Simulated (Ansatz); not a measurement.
**H2Cl (doublet): wave-function methods side by side at distance Cl1–H2 along a hydrogen transfer = 1.486 Å, cc-pVDZ**

How much of the correlation energy of H2Cl (doublet) does each wave-function method recover here?

Program: Ansatz 0.2.0, Gaussian basis. Level of theory: cc-pVDZ, core rule «outside noble gas», up to 5 orbitals frozen. These are calculated values, not measurements.

Plan: UHF; CCSD(T) on ROHF; CCSD(T) on UHF; BCCD(T) on ROHF; CISD; CCSDT(Q) on ROHF; CCSDT(Q) on UHF; CISDTQ; CCSDTQ on ROHF; CCSDTQ on UHF; CASSCF and MRCISD+Q, 3 electrons in 3 orbitals; CASSCF and NEVPT2, 3 electrons in 3 orbitals; CASSCF and MRCISD+Q, 9 electrons in 6 orbitals; CASSCF and NEVPT2, 9 electrons in 6 orbitals; Full CI.

### Step 1. The system

The geometry derives from fragments relaxed apart (PBE0/def2-TZVP) and kept rigid, so it is no stationary point. A hydrogen atom is moved between rigid fragments.

3 atoms, charge 0, spin multiplicity 2.

Atoms are counted from 1 here; the program's logs count them from 0.

Bond lengths: Cl1–H2 1.486 Å, H2–H3 0.828 Å. Angles: Cl1–H2–H3 180.0°.

### Step 2. UHF

File in.yaml:

```yaml
crystal:
  periodic: [false, false, false]
  atoms:
    - {symbol: Cl, position_ang: [0.000000, 0.000000, -1.266667]}
    - {symbol: H, position_ang: [0.000000, 0.000000, 0.219333]}
    - {symbol: H, position_ang: [0.000000, 0.000000, 1.047333]}
basis:
  gaussian: {orbitals: cc-pVDZ}
magnetization: {spin_polarized: true, initial_magnetization: 1}
hamiltonian: {xc: hf}
output: {orbitals: {seedname: orbitals}}
```

On the command line:

```sh
ansatz run in.yaml --threads 1 --pin off --events-out ev --progress --plain --max-ram 3968MiB --backend cpu
```

The runs that follow: CCSD(T) on ROHF; CCSD(T) on UHF; BCCD(T) on ROHF; CISD; CCSDT(Q) on ROHF; CCSDT(Q) on UHF; CISDTQ; CCSDTQ on ROHF; CCSDTQ on UHF; CASSCF and MRCISD+Q, 3 electrons in 3 orbitals; CASSCF and NEVPT2, 3 electrons in 3 orbitals; CASSCF and MRCISD+Q, 9 electrons in 6 orbitals; CASSCF and NEVPT2, 9 electrons in 6 orbitals; Full CI.

Before running them: what should the planned runs give, taken together? Wanted: FCI below the RHF energy; RMP2 from FCI; UMP2 from FCI; RCCSD from FCI; RCCSD(T) from FCI; UCCSD(T) from FCI; RCCSDT(Q) from FCI; UCCSDT(Q) from FCI; NEVPT2 pair from FCI.

As calculated:

| quantity | value |
| --- | --- |
| FCI below the RHF energy | -5.1140 eV |
| RMP2 from FCI | +650.8 meV |
| UMP2 from FCI | +703.5 meV |
| RCCSD from FCI | +92.8 meV |
| RCCSD(T) from FCI | +16.9 meV |
| UCCSD(T) from FCI | +17.1 meV |
| RCCSDT(Q) from FCI | +0.5 meV |
| UCCSDT(Q) from FCI | +0.5 meV |
| NEVPT2 pair from FCI | +598.2 meV |
| MRCISD+Q pair from FCI | +0.3 meV |
| NEVPT2 valence from FCI | +978.3 meV |
| levels within 1 kcal/mol (43 meV) | RCCSD(T), UCCSD(T), BCCD(T), RCCSDT, UCCSDT, CISDTQ, RCCSDT(Q), UCCSDT(Q), RCCSDTQ, UCCSDTQ, MRCISD+Q pair, MRCISD+Q valence |
| T1 diagnostic | 0.019 |
| effectively unpaired electrons | 1.03 |

In words: RCCSD(T) lands +16.9 meV from the yardstick (0.3 % of the correlation energy). One determinant dominates. Of the multireference levels listed MRCISD+Q pair comes nearest in total energy (+0.3 meV), which doesn't show that its space is the better one. These misses are within one basis, not against nature; the frozen cores of restricted and unrestricted runs differ, which can shift their rows.
